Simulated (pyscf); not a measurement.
Structures and frequencies: ωB97X-D3(BJ)/def2-SVP in PySCF. Correlated levels are frozen-core, on RHF or UHF. ΔMP2 is the change of the MP2 total energy from the triple- to the quadruple-zeta basis.

### Question
List the bond dissociation enthalpies at 298 K of `[CH3][SH]` from CCSD(T)/def2-TZVPP + ΔMP2(QZVPP), from the weakest bond up.

### Answer
C–S to CH₃• + SH•: 73.5 kcal/mol; H–S to H₃C–S• + H•: 86.5 kcal/mol; C–H to •H₂C–SH + H•: 95.0 kcal/mol. Ring and multiple bonds, and those that leave no two simple radicals, are not listed. •H₂C–SH lies 10.2 kcal/mol over its isomer H₃C–S•, and others may lie lower still (electronic energy, ωB97M-D3(BJ)). Other isomers of H₃C–S• were not searched in full and may lie lower. The CCSD(T) − MP2 part came from Ansatz, without density fitting, on the same reference. Left out: the spin-orbit lowering of SH.
